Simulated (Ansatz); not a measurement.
Other spins and charges of Ge–NH2, quartet at one geometry

Geometry (PBE0/def2-TZVP stationary point for this spin, not checked as a minimum):

```xyz
4

Ge    0.0000    0.0000    0.4319
N     0.0000    0.0000   -1.8834
H     0.0000    0.8309   -2.4773
H     0.0000   -0.8309   -2.4773
```

Basis cc-pVTZ; Ansatz 0.2.0. Only valence electrons are correlated (noble-gas cores and the filled d shells of p-block atoms frozen). R marks a restricted (for open shells ROHF) determinant, U an unrestricted one. Active spaces: valence = (11e, 10o) chosen from the atoms' valence shells. No spin–orbit coupling is included, and no scalar relativity.

Gaps are energies of the second state less the first, at fixed atoms, for a selection of the levels run; each method lands on the state that its own search finds for that charge and spin.

Q: PBE gives 6.499 eV for removing an electron, to the triplet. Estimate what UCCSDT(Q) gives in cc-pVTZ.

A: UCCSDT(Q) in cc-pVTZ gives 6.500 eV, so against it PBE is off by -0.001 eV.

```
                 level  gap (eV)  error (meV)
                   UHF     6.121         -379
              UCCSD(T)     6.494           -6
               BCCD(T)     6.490          -10
CASSCF (valence space)     5.670         -830
MRCISD (valence space)     6.337         -163
                r2SCAN     6.674          174
                  PBE0     6.571           71
                 B3LYP     6.493           -7
                B2PLYP     6.413          -87
```

Functionals correlate the shells that the reference freezes, so part of their error here is the reference's.

Full CI isn't at hand for all of this; UCCSDT(Q) serves as the reference, and is uncertain by about the last step of the cluster series. The frozen core follows each run's orbitals, which can shift R against U totals by a few meV for light atoms and by up to 0.1 eV past Ca.
